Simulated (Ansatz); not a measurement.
Basis-set extrapolation for CH$_{5}$AlS (`[CH3][AlH][SH]`) (PBE0-D4/def2-TZVP geometry, frozen core, Ansatz 0.2.0). Multiplicity 1, RHF reference.

```tsv
	cc-pV(T+d)Z	cc-pV(Q+d)Z
HF	-680.323557	-680.332132
MP2 correlation	-0.439675	-0.472282
CCSD(T) correlation	-0.503075	-0.532780
```

Energies in hartree. Use E(X) = E(∞) + A·exp(−5.46·√X) for Hartree–Fock and E(X) = E(∞) + B·X^(−3.05) for correlation, with X = 3 and 4.

Problem. What is the CCSD(T) energy at the basis-set limit?

Solution. HF limit: -680.332132 + (-0.008575) × 0.30130 = -680.33472. Correlation limit: -0.532780 + (-0.029705) × 0.71189 = -0.55393. Total: -680.88865 hartree, 162.8 kJ/mol below CCSD(T)/cc-pV(T+d)Z.
